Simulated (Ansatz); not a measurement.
Task: vertical and adiabatic energies of changing the electron count of CH4OSi, SMILES C1O[SiH2]1, with the Python package of Ansatz (0.2.0). Give the script and its output. Use (for the species named): PBE0, def2-SVP basis, multiplicity 1, D4 dispersion.

```xyz
7

C    -0.5468   -0.4247   -0.6651
O    -0.0021   -1.0952    0.4002
Si    0.4765    0.4741    0.5210
H    -1.5731   -0.1327   -0.6177
H    -0.1933   -0.5313   -1.6873
H    -0.0906    1.0971    1.7457
H     1.9905    0.5448    0.2575
```

`adiabatic_ch4osi.py`
```python
"""How CH4OSi relaxes after losing an electron."""

import itertools

import ansatz as az
from ase import Atoms
from ase.data import atomic_numbers, covalent_radii
import numpy as np

BASIS_SET = "def2-SVP"
XC = "pbe0"
DISPERSION = "d4"
CHARGE = 1

atoms = Atoms(["C", "O", "Si", "H", "H", "H", "H"], positions=[
    (-0.5468, -0.4247, -0.6651),
    (-0.0021, -1.0952, 0.4002),
    (0.4765, 0.4741, 0.521),
    (-1.5731, -0.1327, -0.6177),
    (-0.1933, -0.5313, -1.6873),
    (-0.0906, 1.0971, 1.7457),
    (1.9905, 0.5448, 0.2575),
])
ch4osi = az.Crystal.molecule_from_ase(atoms)

calc = ch4osi.calculation()
calc = calc.basis(gaussian=BASIS_SET)
calc = calc.functional(XC, dispersion=DISPERSION)
symbols = [site.symbol for site in ch4osi.cartesian_sites]
start = np.array([site.position_ang for site in ch4osi.cartesian_sites], dtype=float)
summary = calc.relax(force_tolerance=0.01).run(threads=1, pin="off").report
end = np.array(summary["positions_ang"])

minimum = az.Crystal.molecule()
for symbol, place in zip(symbols, end):
    minimum = minimum.atom(symbol, place.tolist())
ion = (
    minimum.calculation()
    .basis(gaussian=BASIS_SET)  # the orbital basis, by name
    .functional(XC, dispersion=DISPERSION)
    .charge(CHARGE)  # electrons removed from the neutral system
    .spin("collinear", total=1)  # two spin channels
)
vertical = ion.run(threads=1, pin="off").report
settled = ion.relax(force_tolerance=0.01, max_steps=80).run(threads=1, pin="off").report
print(f"vertical ionisation energy   {vertical['free_energy_ev'] - summary['free_energy_ev']:.3f} eV")
print(f"adiabatic, no zero point     {settled['free_energy_ev'] - summary['free_energy_ev']:.3f} eV")
print(f"relaxation energy of the ion {vertical['free_energy_ev'] - settled['free_energy_ev']:.3f} eV")
ionised = np.array(settled["positions_ang"])
# pairs closer than 1.2 times the sum of covalent radii, before or after
radius = [covalent_radii[atomic_numbers[s]] for s in symbols]
span = lambda where, i, j: np.linalg.norm(where[i] - where[j])
bonded = [(i, j) for i, j in itertools.combinations(range(len(symbols)), 2) if min(span(end, i, j), span(ionised, i, j)) < 1.2 * (radius[i] + radius[j])]
print("pair        before    after (A)")
for i, j in bonded:
    print(f"{symbols[i]}{i}-{symbols[j]}{j}".ljust(10), f"{span(end, i, j):8.4f} {span(ionised, i, j):8.4f}")
```

```console
$ python adiabatic_ch4osi.py
vertical ionisation energy   9.934 eV
adiabatic, no zero point     9.065 eV
relaxation energy of the ion 0.869 eV
pair        before    after (A)
C0-O1        1.4533   1.3490
C0-Si2       1.8210   2.1054
C0-H3        1.0996   1.1015
C0-H4        1.0996   1.1014
O1-Si2       1.6904   1.6850
Si2-H5       1.4838   1.4721
Si2-H6       1.4838   1.4721
```

The energies are electronic: no zero-point or thermal terms, and the basis set is short of its limit. The product may relax into another structure. The relaxation finds the nearest minimum, so the adiabatic value is an upper bound. The whole script took 60 s on 1 thread of Intel(R) Xeon(R) Processor @ 2.70GHz, on a shared host, peak memory 0.24 GiB.

(Lines on the test bed's own set-up are left out of the output.)
